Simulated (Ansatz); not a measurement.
Diamond

Computed with BLYP (plane waves, PAW; Ansatz, a program for electronic structure).

Numerical settings: plane-wave cutoff 520 eV, 16×16×16 k mesh, Fermi–Dirac smearing 0.01 eV, scalar-relativistic PAW data made under PBE.

Cell: measured lattice: a = b = c = 3.5670 Å, α = β = γ = 90.00°.

For diamond, the band gap comes out as 4.44 eV (indirect) and the smallest direct gap on the k points sampled comes out as 5.73 eV. The width of the whole s-p valence band is 21.20 eV.

Note: cell and atoms aren't relaxed at this level (pressure 10.9 GPa).

Static lattice: no zero-point or thermal effects.
